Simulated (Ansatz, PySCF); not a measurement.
Molecule: CH3O, net charge -1, singlet state. It need not be the lowest isomer of its formula. Whether it binds its extra electron was not tested at this geometry. 
Structure (B3LYP-D3(BJ)/def2-TZVP (Ansatz, a first-principles code) minimum search):
SMILES: [CH2-]O
```xyz
5

C     -0.1665     0.7756     0.0111
O     -0.0916    -0.7333    -0.0101
H      0.8381    -1.0042    -0.0154
H      0.4482     1.0964     0.8901
H      0.4454     1.1210    -0.8605
```
Charge -1, spin multiplicity 1.

Total electronic energies in hartree. Valence correlation only, unless marked. Spin-orbit coupling is left out. Non-relativistic. CBS marks a two-point X^-3 extrapolation of the correlation energy; Hartree-Fock from the larger set.

```
level                                        program  energy (Eh)
------------------------------------  --------------  -----------
HF-D4/def2-TZVPD                       PySCF + dftd4   -114.40701
PBE-D3(BJ)/def2-TZVPD                 Ansatz + dftd3   -114.95995
r2SCAN/def2-TZVPD                             Ansatz   -115.02422
PBE0-D3(BJ)/def2-TZVP                 Ansatz + dftd3   -114.94849
PBE0-D3(BJ)/def2-TZVPD                Ansatz + dftd3   -114.95785
M06-2X/def2-TZVPD                              PySCF   -115.03762
MP2/cc-pVDZ                                   Ansatz   -114.67824
CCSD/def2-TZVPP                               Ansatz   -114.84837
CCSD(T)/CBS(def2-TZVPPD,def2-QZVPPD)          Ansatz    -114.9301
```

Totals of different functionals don't rank their quality; only differences between species are comparable.
